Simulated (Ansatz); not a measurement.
**C2H5B: single points off equilibrium**

The task here is to estimate one member of a computed series from the others.

Program: Ansatz 0.2.0, Gaussian basis. Level of theory: single points in def2-TZVPP. These are calculated values, not measurements.

Correlated methods freeze the cores.

**Where the work starts**

8 atoms, charge 0, spin multiplicity 1.

Atoms are counted from 1 here; the program's logs count them from 0.

Bond lengths: B1–C2 1.557 Å, B1–H4 1.151 Å, B1–H5 1.200 Å, C2–C3 1.348 Å, C2–H6 1.068 Å, C3–H7 1.076 Å, C3–H8 1.100 Å. Angles: C2–B1–H4 121.4°, C2–B1–H5 120.9°, H4–B1–H5 117.6°, B1–C2–C3 122.3°, B1–C2–H6 120.5°, C3–C2–H6 117.2°, C2–C3–H7 121.7°, C2–C3–H8 123.0°, H7–C3–H8 115.3°.

Coordinates:

```
B    -0.6320    0.8824   -0.7239
C     0.3149    0.2539    0.3397
C     0.4523   -1.0795    0.4836
H    -1.2232    0.2276   -1.4635
H    -0.7750    2.0714   -0.7961
H     0.8883    0.8774    0.9907
H    -0.0696   -1.7728   -0.1522
H     1.1081   -1.5360    1.2400
```

The first run:

run/in.yaml reads:

```yaml
crystal:
  periodic: [false, false, false]
  atoms:
    - {symbol: B, position_ang: [-0.632000, 0.882400, -0.723900]}
    - {symbol: C, position_ang: [0.314900, 0.253900, 0.339700]}
    - {symbol: C, position_ang: [0.452300, -1.079500, 0.483600]}
    - {symbol: H, position_ang: [-1.223200, 0.227600, -1.463500]}
    - {symbol: H, position_ang: [-0.775000, 2.071400, -0.796100]}
    - {symbol: H, position_ang: [0.888300, 0.877400, 0.990700]}
    - {symbol: H, position_ang: [-0.069600, -1.772800, -0.152200]}
    - {symbol: H, position_ang: [1.108100, -1.536000, 1.240000]}
basis:
  gaussian: {orbitals: def2-TZVPP}
correlation: {method: ccsd_t}
output: {forces: true}
```

The command line of these runs was not kept.

Among the steps run: CCSD(T)/def2-TZVPP; PBE0-D4/def2-TZVPP; wB97M-V/def2-TZVPP; r2SCAN-D4/def2-TZVPP; PBE-D4/def2-TZVPP; SPW92/def2-TZVPP; BLYP-D4/def2-TZVPP.

One of the session's tables, all rows but one given; the rest of the session is left out.

| method | RMS force component (eV/Å) | angle to CCSD(T) forces (°) | dipole (D) |
| --- | --- | --- | --- |
| CCSD(T) | 0.450 | reference | 1.12 |
| PBE0-D4 | 0.508 | 24.5 | 1.28 |
| wB97M-V | ? | ? | ? |
| r2SCAN-D4 | 0.492 | 18.9 | 1.32 |
| PBE-D4 | 0.538 | 17.6 | 1.36 |
| SPW92 | 0.653 | 31.1 | 1.39 |
| BLYP-D4 | 0.489 | 12.3 | 1.34 |

**Question.** Estimate the row for wB97M-V.

As computed: RMS force component (eV/Å): 0.467; angle to CCSD(T) forces (°): 27.3; dipole (D): 1.22. In the column «RMS force component (eV/Å)» it lies between CCSD(T) (0.450) and BLYP-D4 (0.489).
